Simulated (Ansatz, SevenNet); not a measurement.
## How well does each level of theory give the TO(Γ) frequency of zinc-blende AlAs?

Reference value: 361 cm⁻¹ (measured, temperature not stated, no zero-point or thermal correction; as tabulated in Giannozzi et al., Phys. Rev. B (1991)).

Question: Put these levels in order of the TO(Γ) frequency that they give for zinc-blende AlAs, smallest first: LDA (Ansatz, a program for electronic structure), PBE (Ansatz), SevenNet-0.

Answer: SevenNet-0 (289 cm⁻¹), PBE (345 cm⁻¹), LDA (358 cm⁻¹)

Unless a cell is named, each level is at its own relaxed cell (SevenNet-0 23.50, LDA 22.30, PBE 23.50 Å³/atom).

Differences against the reference: SevenNet-0 -19.9 %, LDA -0.8 %, PBE -4.4 %.

The measured value isn't corrected to a static lattice, so vibrations enter the comparison.  Each level is taken at its own relaxed cell. Ansatz's density-functional and Hartree–Fock values are scalar-relativistic unless marked +SOC, with PAW data made under PBE.

Machine-learned potentials (SevenNet-0) are trained on DFT data: a solid inside that data is no test of them.

Differences are worked out from the printed values.
